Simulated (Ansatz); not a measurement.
**AlH₆NSi: how energies converge with the basis set**

How large a basis does AlH₆NSi need? Two functionals are run in growing sets.

Program: Ansatz 0.2.0, Gaussian basis. Level of theory: one geometry, several basis sets. These are calculated values, not measurements.

The runs, in order: PBE0-D4/def2-SVP; ωB97M-V/def2-SVP; PBE0-D4/def2-QZVPP; ωB97M-V/def2-QZVPP; the functionals' def2-TZVPP values are taken from earlier runs.

## (1) The relaxed structure

The geometry comes from an earlier relaxation with PBE0-D4 in a triple-zeta def2 set; it is a stationary point, not always the lowest conformer.

SMILES `[NH2][AlH][SiH3]`, 9 atoms, charge 0, spin multiplicity 1.

Atoms are counted from 1 here; the program's logs count them from 0.

Bond lengths: N1–Al2 1.768 Å, N1–H4 1.007 Å, N1–H5 1.008 Å, Al2–Si3 2.451 Å, Al2–H6 1.587 Å, Si3–H7 1.492 Å, Si3–H8 1.492 Å, Si3–H9 1.492 Å. Angles: Al2–N1–H4 124.8°, Al2–N1–H5 125.0°, H4–N1–H5 110.2°, N1–Al2–Si3 117.7°, N1–Al2–H6 117.2°, Si3–Al2–H6 125.1°, Al2–Si3–H7 111.6°, Al2–Si3–H8 112.2°, Al2–Si3–H9 111.6°, H7–Si3–H8 107.2°, H7–Si3–H9 106.7°, H8–Si3–H9 107.2°.

## (2) PBE0-D4 in def2-SVP

Input file in.yaml:

```yaml
crystal:
  periodic: [false, false, false]
  atoms:
    - {symbol: N, position_ang: [-1.190076, 0.963027, -1.243416]}
    - {symbol: Al, position_ang: [0.095016, 0.962166, -0.029359]}
    - {symbol: Si, position_ang: [0.801642, -1.201373, 0.879814]}
    - {symbol: H, position_ang: [-1.654480, 0.138956, -1.589827]}
    - {symbol: H, position_ang: [-1.563380, 1.786271, -1.688857]}
    - {symbol: H, position_ang: [0.701338, 2.368348, 0.386260]}
    - {symbol: H, position_ang: [2.247178, -1.462708, 0.617435]}
    - {symbol: H, position_ang: [0.034239, -2.337476, 0.291494]}
    - {symbol: H, position_ang: [0.617023, -1.263412, 2.359258]}
basis:
  gaussian: {orbitals: def2-SVP}
hamiltonian: {xc: pbe0, dispersion: d4}
output: {orbitals: {seedname: orbitals}}
```

Started as:

```bash
> ansatz run in.yaml --threads 2 --pin off --events-out ev --progress --plain --max-ram 4352MiB
```

After this run come: ωB97M-V in def2-SVP; PBE0-D4 in def2-QZVPP; ωB97M-V in def2-QZVPP.

Before running them: what should the planned runs give, taken together? Wanted: PBE0-D4: double and triple zeta above quadruple; ωB97M-V: double and triple zeta above quadruple.

As calculated:

| quantity | value |
| --- | --- |
| PBE0-D4: double and triple zeta above quadruple | 7.57, 0.57 eV |
| ωB97M-V: double and triple zeta above quadruple | 7.67, 0.55 eV |

What this shows: PBE0-D4 gains 7.00 eV from double to triple zeta, then 0.57 eV more. These are total energies; as a rule much of such shifts cancels in differences, which this series doesn't test.
